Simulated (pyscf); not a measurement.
**Four-centre exchange: `[OH][CH2][ZnH]` + `[H][H]` → `[CH3][OH]` + `[ZnH2]`**

Gas phase, singlet surface, charge 0. Bonds broken: C1–Zn2, H3–H8. Bonds formed: C1–H3, Zn2–H8. Structures and frequencies: ωB97X-D3(BJ)/def2-SVP in PySCF.

Transition state (Å):

```xyz
9

C     -0.8834    -0.4605    -0.2702
Zn     0.7507     0.3756     0.9793
H     -0.1516    -1.0968     1.0565
H     -0.6298    -0.1976    -1.3113
H     -1.7295    -1.1667    -0.2736
H      2.0263     1.2156     0.8354
O     -1.2491     0.7495     0.4896
H      0.1676    -1.0183     1.9751
H     -1.6247     1.4332    -0.0771
```

One imaginary mode, 1172i cm⁻¹; descent along it reached the two sides named, in the forms told below.

```tsv
bond	change	reactant side (Å)	saddle	product side
C1–Zn2	breaks	1.973	2.220	3.1
H3–H8	breaks	0.766	0.976	2.6
C1–H3	forms	2.8	1.643	1.126
Zn2–H8	forms	2.575	1.810	1.570
```

Electronic energies relative to the separated reactants (kcal/mol):

| level | barrier | reaction energy | reverse barrier |
|---|---|---|---|
| ωB97X-D3(BJ)/def2-TZVP | 38.0 | -12.4 | 50.4 |
| PBE/def2-TZVP | 34.8 | -12.1 | 46.9 |
| r²SCAN/def2-TZVP | 32.6 | -12.6 | 45.2 |
| B3LYP-D3(BJ)/def2-TZVP | 38.4 | -13.0 | 51.5 |
| PBE0-D3(BJ)/def2-TZVP | 34.9 | -13.3 | 48.2 |
| M06-2X/def2-TZVP | 34.7 | -11.6 | 46.2 |
| ωB97M-D3(BJ)/def2-TZVP | 37.8 | -13.8 | 51.6 |
| HF/def2-TZVP | 47.6 | -20.4 | 68.0 |

With ωB97M-D3(BJ)/def2-TZVP energies and thermal terms (ideal gas, 1 atm, RRHO with modes under 100 cm⁻¹ raised to 100, one conformer, R ln 2 for chiral ones without a mode under 150 cm⁻¹), in kcal/mol:

```csv
T (K),ΔH‡,ΔG‡,ΔH,ΔG
298,38.0,46.5,-10.8,-11.8
600,37.3,55.4,-12.0,-12.4
900,37.2,64.5,-12.9,-12.4
1200,37.4,73.5,-13.3,-12.1
```

On the product side the descent ends in an adduct with a O–Zn contact (not fully relaxed), 9.7 kcal/mol under the separated species and 60.1 kcal/mol under the saddle at ωB97X-D3(BJ)/def2-TZVP. At the saddle there is also a short H–Zn contact that neither side keeps. HO–CH₂–ZnH lies 17.6 kcal/mol over its isomer H₃C–O–ZnH (electronic energy, ωB97M-D3(BJ)/def2-TZVP). One saddle was located; it need not be the lowest between these sides. Elements up to Kr have no core potential and no relativistic terms here.
